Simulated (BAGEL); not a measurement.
**S2 (sulfur dimer): UHF/STO-3G (density fitting with qzvpp-jkfit)**

What is the vertical ionisation energy of S2 (sulfur dimer) at UHF/STO-3G (density fitting with qzvpp-jkfit)? 

Program for the calculation: BAGEL 1.2.2.

**1. The structure to begin with**

S2 has 2 atoms, charge 0, and is taken as a triplet. As SMILES, `S=S`. The bond length is the measured one.

Bond lengths: S1–S2 1.889 Å.

**2. The energy at UHF/STO-3G (density fitting with qzvpp-jkfit)**

File hf.json:

```json
{ "bagel": [

{
  "title": "molecule",
  "basis": "sto-3g",
  "df_basis": "qzvpp-jkfit",
  "angstrom": true,
  "geometry": [
    { "atom": "S", "xyz": [       0.000000,       0.000000,       0.000000 ] },
    { "atom": "S", "xyz": [       0.000000,       0.000000,       1.889200 ] }
  ]
},

{
  "title": "uhf",
  "nopen": 2
},

{
  "title": "print",
  "file": "orbitals.molden",
  "orbitals": true
}

]}
```

The run is started by

```sh
$ BAGEL_NUM_THREADS=1 BAGEL hf.json > hf.out
```

Standard output:

```text
* using 1 threads per process

  ===============================================================
  ===============================================================

  *** Geometry ***

  { "atom" : "S", "xyz" : [      0.000000,      0.000000,      0.000000 ] },
  { "atom" : "S", "xyz" : [      0.000000,      0.000000,      3.570071 ] },

  Number of auxiliary basis functions:      256

  Since a DF basis is specified, we compute 2- and 3-index integrals:
    o Being stored without compression. Storage requirement is 0.001 GB

  Number of basis functions:       18
  Number of electrons      :       32

    * METHOD: MOLECULE                             0.05

  *** Open-shell HF ***

  === Nuclear Repulsion ===
    71.7072654730

      * DIIS with orbital gradients will be used.

  === UHF iteration (sto-3g) ===
      0       -786.31659989          0.00777560           0.01
      1       -786.31982214          0.00120377           0.01
      2       -786.32004690          0.00022666           0.01
      3       -786.32007402          0.00000318           0.01
      4       -786.32007555          0.00000106           0.01
      5       -786.32007578          0.00000003           0.01
      6       -786.32007578          0.00000000           0.01
    * SCF iteration converged.

    * S^2 (UHF) is 2.0032

    * Permanent dipole moment:
           (   -0.000000,    -0.000000,    -0.000000) a.u.

    * METHOD: UHF                                  0.10

    * METHOD: PRINT                                0.00

  ===============================================================
```

Run time: 0.48 s. Hardware: 1 thread of Intel Xeon Platinum 8259CL at 2.50GHz (Skylake/Cascade Lake), shared host; peak memory 0.14 GiB.

**3. The doublet cation**

File job.json:

```json
{ "bagel" : [

{
  "title" : "molecule",
  "basis" : "sto-3g",
  "df_basis" : "qzvpp-jkfit",
  "angstrom" : true,
  "geometry" : [
    { "atom" : "S", "xyz" : [       0.000000,       0.000000,       0.000000 ] },
    { "atom" : "S", "xyz" : [       0.000000,       0.000000,       1.889200 ] }
  ]
},

{ "title" : "uhf", "charge" : 1, "nopen" : 1 },

{ "title" : "print", "file" : "orbitals.molden", "orbitals" : true }

]}
```

The run is started by

```sh
$ BAGEL_NUM_THREADS=1 BAGEL job.json > job.out
```

Standard output:

```text
* using 1 threads per process

  ===============================================================
  ===============================================================

  *** Geometry ***

  { "atom" : "S", "xyz" : [      0.000000,      0.000000,      0.000000 ] },
  { "atom" : "S", "xyz" : [      0.000000,      0.000000,      3.570071 ] },

  Number of auxiliary basis functions:      256

  Since a DF basis is specified, we compute 2- and 3-index integrals:
    o Being stored without compression. Storage requirement is 0.001 GB

  Number of basis functions:       18
  Number of electrons      :       32

    * METHOD: MOLECULE                             0.05

  *** Open-shell HF ***

  === Nuclear Repulsion ===
    71.7072654730

      * DIIS with orbital gradients will be used.

  === UHF iteration (sto-3g) ===
      0       -786.07012831          0.01012907           0.01
      1       -786.07545257          0.00181837           0.01
      2       -786.07570784          0.00037251           0.01
      3       -786.07572430          0.00000416           0.01
      4       -786.07572472          0.00000031           0.01
      5       -786.07572478          0.00000012           0.01
      6       -786.07572479          0.00000000           0.01
    * SCF iteration converged.

    * S^2 (UHF) is 0.7508

    * Permanent dipole moment:
           (   -0.000000,    -0.000000,    -0.000000) a.u.

    * METHOD: UHF                                  0.09

    * METHOD: PRINT                                0.00

  ===============================================================
```

Wall time 0.44 s (1 thread of Intel Xeon Platinum 8259CL at 2.50GHz (Skylake/Cascade Lake), shared host); peak memory 0.14 GiB.

**4. Summary of results**

Level: UHF/STO-3G (density fitting with qzvpp-jkfit).

| quantity | value |
| --- | --- |
| triplet S2: total energy | -786.32008 Eh |
| triplet S2: dipole moment | 0.00 D |
| triplet S2: ⟨S²⟩ | 2.003 |
| doublet cation: total energy | -786.07572 Eh |
| doublet cation: ⟨S²⟩ | 0.751 |
| vertical ionisation energy (to the doublet cation) | 6.649 eV |

In words: Removing an electron at fixed nuclei costs 6.65 eV (153 kcal/mol). In a minimal basis such a difference can be off by several eV, whatever the method.
